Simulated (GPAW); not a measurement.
**U-vdW-DF-cx/real-space grid (scalar-relativistic datasets) run of AlH2O (SMILES [O][AlH2])**

Wanted: the energies of several spin states of AlH2O. 

Program for the calculation: GPAW 26.7.0.

## Step 1: The system as given

AlH2O: 4 atoms, total charge 0, spin state doublet. SMILES: `[O][AlH2]`. Geometry: relaxed at PBE0-D4/def2-TZVP.

Bond lengths: O1–Al2 1.727 Å, Al2–H3 1.578 Å, Al2–H4 1.578 Å. Angles: O1–Al2–H3 115.8°, O1–Al2–H4 115.8°, H3–Al2–H4 128.3°.

## Step 2: The energies of several spin states at U-vdW-DF-cx/real-space grid (scalar-relativistic datasets)

The input, molecule_spin.py:

```python
from ase.io.zmatrix import parse_zmatrix
from gpaw import GPAW

atoms = parse_zmatrix("""
O
Al 1 1.727343
H 2 1.578466 1 115.84472
H 2 1.578395 3 128.30893 1 -179.98752
""")
atoms.center(vacuum=4.5)

energies = {}
for name, charge, unpaired in [('doublet', 0, 1), ('quartet', 0, 3)]:
    atoms.set_initial_magnetic_moments([unpaired / len(atoms)] * len(atoms))
    gpaw_calc = GPAW(mode='fd',
                     h=0.22,
                     xc={'name': 'vdW-DF-cx', 'backend': 'libvdwxc'},
                     charge=charge,
                     occupations={'name': 'fermi-dirac', 'width': 0.0, 'fixmagmom': unpaired > 0},
                     maxiter=100,
                     symmetry='off',
                     txt='-')
    atoms.calc = gpaw_calc
    energies[name] = atoms.get_potential_energy()
    print(f'{name:10} {energies[name]:12.5f} eV')

lowest = min(energies, key=energies.get)
for name, e in energies.items():
    print(f'{name:10} {e - energies[lowest]:8.3f} eV above the lowest')
```

Command:

```bash
$ OMP_NUM_THREADS=1 python molecule_spin.py
```

Standard output:

```text
[...]
Number of symmetries: 1
[...]
  Number of IBZ points: 1
[...]
Spin-components: 2 (collinear spins)
Bands:           10
[...]
  Valence electrons: 11.0
[...]
  Grid points: [52 52 40]
  Charge: 0.0  # |e|
[...]
    cutoffs:
[...]
occupation numbers:
  Fixed magnetic moment: 1.000
[...]
xc functional:
  name: vdW-DF-cx with libvdwxc
[...]
|iter     |     time |      energy | eigst |  dens |  magmom |
[...]
|iter:   1| 00:00:02 |   -8.264218 | +0.79 |       |  +0.9902|
[...]
Converged in 15 steps
[...]
dipole moment: (0.476235, -0.000019, -0.000072)  # |e|*Ang
Total magnetic moment: (0.000000, 0.000000, 1.000000)
[...]
|iter:  19| 00:01:17 |   -1.364793c| -7.48c| -4.92c|  +3.0000|
Converged in 19 steps
[...]
Energy contributions relative to reference atoms: (reference = -8669.255891)
Energy contributions:
  Kinetic:          22.653453
  Coulomb:         -20.468335
  Zero:              0.765760
  External:          0.000000
  Xc:               -4.315672
  Entropy:           0.000000
  Spinorbit:         0.000000
  ----------------------------
  Free energy:      -1.364793
  Extrapolated:     -1.364793
[...]
Total magnetic moment: (0.000000, 0.000000, 3.000000)
Local magnetic moments
|        x |        y |        z |
|----------|----------|----------|
| 0.000000 | 0.000000 | 0.768891 |  # O    0
| 0.000000 | 0.000000 | 0.237058 |  # Al   1
| 0.000000 | 0.000000 | 0.093650 |  # H    2
| 0.000000 | 0.000000 | 0.093633 |  # H    3
Fermi levels: -2.385, -8.297
Eigenvalues  # (at kpt = [0.000, 0.000, 0.000])
| band index |      eig [eV] | occ [0-1] |      eig [eV] | occ [0-1] |
|------------|---------------|-----------|---------------|-----------|
|          0 |       -25.539 |     1.000 |       -23.273 |     1.000 |
|          1 |       -11.752 |     1.000 |       -10.586 |     1.000 |
|          2 |       -11.387 |     1.000 |        -8.854 |     1.000 |
|          3 |       -10.435 |     1.000 |        -8.837 |     1.000 |
|          4 |        -9.999 |     1.000 |        -7.758 |     0.000 |
|          5 |        -8.982 |     1.000 |        -7.541 |     0.000 |
|          6 |        -3.104 |     1.000 |        -1.389 |     0.000 |
|          7 |        -1.667 |     0.000 |        -0.727 |     0.000 |
|          8 |        -0.788 |     0.000 |        -0.097 |     0.000 |
|          9 |         0.473 |     0.000 |         0.548 |     0.000 |
Gap: 1.437 eV
Transition (v -> c):
  (s=0, k=0, n=6, [0.00, 0.00, 0.00]) -> (s=0, k=0, n=7, [0.00, 0.00, 0.00])
No difference between direct/indirect transitions
vacuum-level: 0.000  # V
quartet        -1.36479 eV
doublet       0.000 eV above the lowest
quartet       4.966 eV above the lowest
```

Run time: 78 s. Hardware: 1 thread of Arm Neoverse V1, shared host; peak memory 1 GiB.
